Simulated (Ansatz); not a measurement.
# [AlH2···H···CH3], doublet: transfer scan

Starting geometry:

```xyz
8

Al   -1.1506    0.0000    0.0000
H    -1.9435    1.3734    0.0000
H    -1.9435   -1.3734    0.0000
H     0.4352    0.0000    0.0000
C     2.2964    0.0000    0.0000
H     2.2964   -1.0800    0.0000
H     2.2964    0.5400    0.9353
H     2.2964    0.5400   -0.9353
```

From there H4 is moved from one fragment to the other while all else, the fragments' distance too, stays fixed, so the hump isn't the reaction's barrier; atoms are numbered as listed. Energies are in eV, counted from the starting geometry at the same level.

Basis cc-pVDZ; Ansatz 0.2.0. Correlated methods freeze the noble-gas cores. Prefix R: restricted or restricted open-shell reference; prefix U: unrestricted.

Full CI isn't at hand for all of this; UCCSDT(Q) serves as the reference, and is uncertain by about the last step of the cluster series.

```tsv
distance Al1-H4 (Å)	UMP2
1.586	0.000
1.696	0.094
1.916	0.294
2.137	-0.051
2.357	-0.282
```

Q: Estimate the UCCSDT(Q) curve in cc-pVDZ from this one, knowing how UMP2 errs.

A: The computed UCCSDT(Q) values, in eV from the starting point, and the error of UMP2 against them:
| distance Al1-H4 (Å) | UCCSDT(Q) | UMP2 less UCCSDT(Q) |
| --- | --- | --- |
| 1.586 | 0.000 | 0.000 |
| 1.696 | 0.077 | 0.018 |
| 1.916 | 0.220 | 0.074 |
| 2.137 | -0.042 | -0.010 |
| 2.357 | -0.187 | -0.094 |

The error spans 0.169 eV and is largest, -0.094 eV, at 2.357 Å.
